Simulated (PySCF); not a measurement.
Molecule: N-methylmethanimine, C₂H₅N.

Cartesian coordinates in Å; atom numbers follow the order of the lines, from 1:
```xyz
8

C     1.2430   -0.1772    0.3642
N     0.1316   -0.7140    0.1696
C    -0.9880    0.0673   -0.2481
H     2.0684   -0.7978    0.6801
H     1.4466    0.8935    0.2360
H    -0.7612    1.1350   -0.3757
H    -1.3534   -0.3447   -1.1895
H    -1.7778   -0.0528    0.4944
```

Frames of a GFN2-xTB Langevin trajectory at 300 K; GIAO PBE0/pcSseg-1 shieldings in PySCF 2.14.0 with density-fitted response routines, gas phase, non-relativistic; equivalent atoms averaged within each frame.

References, each an isolated molecule treated in the same way: TMS for ¹³C (186.93 ppm), ¹H (31.72 ppm); ¹⁵N (267.73 ppm) vs NH3. The references are static minima.

Task: How do the shifts (ppm) fluctuate along the trajectory?

Result: 
```csv
time (fs),C1,C3,N2,H5,H4,H6/H7/H8
optimised geometry,155.2,53.3,409.8,7.69,7.19,3.69
250,158.7,53.2,414.9,7.85,7.44,4.04
425,153.8,55.2,413.2,7.52,7.38,4.39
625,157.5,50.4,407.2,7.12,7.02,3.52
800,152.9,56.3,401.3,7.48,7.00,3.90
1000,161.3,47.5,423.2,8.62,8.32,3.92
mean of frames,156.8,52.5,412.0,7.72,7.43,3.95
standard deviation,3.5,3.6,8.3,0.57,0.54,0.31
```

5 frames give an uncertainty of the mean of about the standard deviation over 2.2 at best, since frames this close in time may not be independent; classical motion lacks zero-point vibration, and the reference would need the same averaging.
